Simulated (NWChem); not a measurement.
# CCSD/MINI run of PN (phosphorus nitride)

What is the vertical ionisation energy of PN (phosphorus nitride) at CCSD/MINI? 

The results are computed with NWChem 7.3.0.

## Step 1: Starting point

The species is PN (2 atoms), meant as a singlet with charge 0. As SMILES, `N#P`. The bond length is the measured one.

Bond lengths: N1–P2 1.491 Å.

## Step 2: The energy at CCSD/MINI

The input, np.xyz:

```xyz
2

N      0.000000     0.000000     0.000000
P      0.000000     0.000000     1.490866
```

The input, np.nw:

```
start np
memory 2200 mb
geometry units angstrom noautosym nocenter noautoz
  load np.xyz
end
basis spherical bse
  * library MINI
end
scf
  thresh 1e-08
  maxiter 80
  noprint "final vectors analysis"
end
ccsd
  freeze core 6
  maxiter 60
end
task ccsd energy
```

Run with:

```bash
$ nwchem np.nw > np.out
```

Output:

```text
Northwest Computational Chemistry Package (NWChem) 7.3.0
             --------------------------------------------------------

           Job information
           ---------------

    nwchem branch   = 7.3.0
    use scalapack   = T
    input           = np.nw
    prefix          = np.
    data base       = ./np.db
    status          = startup
    nproc           =        1

           Memory information
           ------------------

    heap     =     72089598 doubles =      550.0 Mbytes
    stack    =     72089595 doubles =      550.0 Mbytes
    global   =    144179200 doubles =     1100.0 Mbytes (distinct from heap & stack)
    total    =    288358393 doubles =     2200.0 Mbytes
    verify   = yes
    hardfail = no

           Directory information
           ---------------------

  0 permanent = .
  0 scratch   = .

                                NWChem Input Module
                                -------------------

 Scaling coordinates for geometry "geometry" by  1.889725989
 (inverse scale =  0.529177249)

                             Geometry "geometry" -> ""
                             -------------------------

 Output coordinates in angstroms (scale by  1.889725989 to convert to a.u.)

  No.       Tag          Charge          X              Y              Z
 ---- ---------------- ---------- -------------- -------------- --------------
    1 N                    7.0000     0.00000000     0.00000000     0.00000000
    2 P                   15.0000     0.00000000     0.00000000     1.49086600

      Atomic Mass
      -----------

      N                 14.003070
      P                 30.973760

 Effective nuclear repulsion energy (a.u.)      37.2693529432

            Nuclear Dipole moment (a.u.)
            ----------------------------
        X                 Y               Z
 ---------------- ---------------- ----------------
     0.0000000000     0.0000000000    42.2599233854

            XYZ format geometry
            -------------------
     2
 geometry
 N                     0.00000000     0.00000000     0.00000000
 P                     0.00000000     0.00000000     1.49086600

 ==============================================================================
                                internuclear distances
 ------------------------------------------------------------------------------
       center one      |      center two      | atomic units |  angstroms
 ------------------------------------------------------------------------------
    2 P                |   1 N                |     2.81733  |     1.49087
 ------------------------------------------------------------------------------
                         number of included internuclear distances:          1
 ==============================================================================

 Summary of "ao basis" -> "" (spherical)
 ------------------------------------------------------------------------------
       Tag                 Description            Shells   Functions and Types
 ---------------- ------------------------------  ------  ---------------------
 *                            MINI                    on all atoms

                      Basis "ao basis" -> "ao basis" (spherical)
                      -----
  [basis functions not shown]

 Summary of "ao basis" -> "ao basis" (spherical)
 ------------------------------------------------------------------------------
       Tag                 Description            Shells   Functions and Types
 ---------------- ------------------------------  ------  ---------------------
 N                            MINI                   3        5   2s1p
 P                            MINI                   5        9   3s2p

                                 NWChem SCF Module
                                 -----------------

  ao basis        = "ao basis"
  functions       =    14
  atoms           =     2
  closed shells   =    11
  open shells     =     0
  charge          =   0.00
  wavefunction    = RHF
  input vectors   = atomic
  output vectors  = ./np.movecs
  use symmetry    = F
  symmetry adapt  = F

 Summary of "ao basis" -> "ao basis" (spherical)
 ------------------------------------------------------------------------------
       Tag                 Description            Shells   Functions and Types
 ---------------- ------------------------------  ------  ---------------------
 N                            MINI                   3        5   2s1p
 P                            MINI                   5        9   3s2p

 Forming initial guess at       0.0s

      Superposition of Atomic Density Guess
      -------------------------------------

 Sum of atomic energies:        -392.90195952

      Non-variational initial energy
      ------------------------------

 Total energy =    -393.084197
 1-e energy   =    -617.296067
 2-e energy   =     186.942516
 HOMO         =      -0.312120
 LUMO         =      -0.019501

 Starting SCF solution at       0.1s

 ----------------------------------------------
         Quadratically convergent ROHF

 Convergence threshold     :          1.000E-08
 Maximum no. of iterations :           80
 Final Fock-matrix accuracy:          1.000E-10
 ----------------------------------------------

              iter       energy          gnorm     gmax       time
             ----- ------------------- --------- --------- --------
                 1     -392.9251656158  6.73D-01  3.27D-01      0.1
                 2     -392.9700525575  1.30D-01  1.02D-01      0.1
                 3     -392.9728661266  4.96D-02  3.33D-02      0.1
                 4     -392.9730474011  1.63D-03  1.25D-03      0.2
                 5     -392.9730478910  3.04D-07  1.95D-07      0.3
                 6     -392.9730478910  8.90D-10  6.03D-10      0.3

       Final RHF  results
       ------------------

         Total SCF energy =   -392.973047891019
      One-electron energy =   -615.950177312227
      Two-electron energy =    185.707776478040
 Nuclear repulsion energy =     37.269352943167

        Time for solution =      0.2s

             Final eigenvalues
             -----------------

              1
    1  -79.5133
    2  -15.5313
    3   -7.5913
    4   -5.4541
    5   -5.4496
    6   -5.4496
    7   -1.1977
    8   -0.6758
    9   -0.4713
   10   -0.4666
   11   -0.4666
   12    0.0740
   13    0.0740
   14    0.4089

 center of mass
 --------------
 x =   0.00000000 y =   0.00000000 z =   1.94018227

 moments of inertia (a.u.)
 ------------------
          76.542604986718           0.000000000000           0.000000000000
           0.000000000000          76.542604986718           0.000000000000
           0.000000000000           0.000000000000           0.000000000000

  Mulliken analysis of the total density
  --------------------------------------

    Atom       Charge   Shell Charges
 -----------   ------   -------------------------------------------------------
    1 N    7     7.47   2.00  1.90  3.57
    2 P   15    14.53   2.00  2.00  1.74  5.97  2.83

       Multipole analysis of the density wrt the origin
       ------------------------------------------------

     L   x y z        total         open         nuclear
     -   - - -        -----         ----         -------
     0   0 0 0     -0.000000      0.000000     22.000000

     1   1 0 0      0.000000      0.000000      0.000000
     1   0 1 0     -0.000000      0.000000      0.000000
     1   0 0 1      0.650648      0.000000     42.259923

     2   2 0 0    -13.542114      0.000000      0.000000
     2   1 1 0     -0.000000      0.000000      0.000000
     2   1 0 1      0.000000      0.000000      0.000000
     2   0 2 0    -13.542114      0.000000      0.000000
     2   0 1 1     -0.000000      0.000000      0.000000
     2   0 0 2    -14.309352      0.000000    119.060075

                   Four-Index Transformation
                   -------------------------
          Number of basis functions:             14
          Number of shells:                       8
          Number of occupied orbitals:           11
          Number of occ. correlated orbitals:     5
          Block length:                          16
          Superscript MO index range:      7 -   11
          Subscript MO index range:        7 -   14
          MO coefficients read from:  ./np.movecs
          Number of operator matrices in core:   30
          Half-transformed integrals produced

     Pass:    1     Index range:    7  -   11     Time:      0.01
 ------------------------------------------
 MP2 Energy (coupled cluster initial guess)
 ------------------------------------------
 Reference energy:           -392.973047891018609
 MP2 Corr. energy:             -0.150381309975197
 Total MP2 energy:           -393.123429200993826

 ****************************************************************************
              the segmented parallel ccsd program:    1 nodes
 ****************************************************************************

 level of theory    ccsd
 number of core         6
 number of occupied     5
 number of virtual      3
 number of deleted      0
 total functions       14
 number of shells       8
 basis label          566

   ***** ccsd parameters *****
   iprt   =     0
   convi  =  0.100E-05
   maxit  =    60
   mxvec  =     5
 memory            144178076
  Using  1 OpenMP thread(s) in CCSD
  Failed reading restart vector from ./np.t2
  Using MP2 initial guess vector

 iter     correlation     delta       rms       T2     Non-T2      Main
             energy      energy      error      ampl     ampl      Block
                                                time     time      time
   1     -0.1318835066 -1.319D-01  5.259D-02     0.01     0.00     0.01
   2     -0.1382280482 -6.345D-03  4.910D-02     0.01     0.00     0.01
   3     -0.1384744884 -2.464D-04  2.846D-02     0.01     0.00     0.01
   4     -0.1400284135 -1.554D-03  1.279D-03     0.01     0.00     0.01
   5     -0.1404721009 -4.437D-04  6.348D-04     0.02     0.00     0.02
   6     -0.1405372102 -6.511D-05  1.942D-04     0.01     0.00     0.01
   7     -0.1405464897 -9.279D-06  5.228D-05     0.01     0.00     0.01
   8     -0.1405590053 -1.252D-05  1.018D-05     0.01     0.00     0.01
   9     -0.1405588299  1.754D-07  3.440D-06     0.01     0.00     0.01
  10     -0.1405588988 -6.882D-08  9.518D-07     0.01     0.00     0.01
                  *************converged*************

 -----------
 CCSD Energy
 -----------
 Reference energy:            -392.973047891018609
 CCSD corr. energy:             -0.140558898752572
 Total CCSD energy:           -393.113606789771154

 --------------------------------
 Spin Component Scaled (SCS) CCSD
 --------------------------------
 Same spin contribution:                 -0.024338349809062
 Same spin scaling factor:                1.130000000000000
 Opposite spin contribution:             -0.116220548943510
 Opposite spin scaling fact.:             1.270000000000000
 SCS-CCSD correlation energy:            -0.175102432442498
 Total SCS-CCSD energy:                -393.148150323461095

 routine      calls  cpu(0)   cpu-min  cpu-ave  cpu-max   i/o
 aoccsd          1     0.00     0.00     0.00     0.00    0.00
 iterdrv         1     0.00     0.00     0.00     0.00    0.00
 pampt          10     0.00     0.00     0.00     0.00    0.00
 t2pm           10     0.00     0.00     0.00     0.00    0.00
 sxy            10     0.00     0.00     0.00     0.00    0.00
 ints        12660     0.10     0.10     0.10     0.10    0.00
 t2eri         360     0.00     0.00     0.00     0.00    0.00
 idx2          360     0.01     0.01     0.01     0.01    0.00
 idx34          10     0.00     0.00     0.00     0.00    0.00
 ht2pm          10     0.00     0.00     0.00     0.00    0.00
 itm            10     0.01     0.01     0.01     0.01    0.00
 pdiis          10     0.00     0.00     0.00     0.00    0.00
 Total                 0.13     0.13     0.13     0.13    0.00

 Task  times  cpu:        0.4s     wall:        0.4s
 Total times  cpu:        0.5s     wall:        0.5s
```

Wall time 1 s (1 thread of Intel Xeon Platinum 8375C at 2.90GHz (Ice Lake), shared host); peak memory 0.099 GiB.

[end of part 1 of 2]
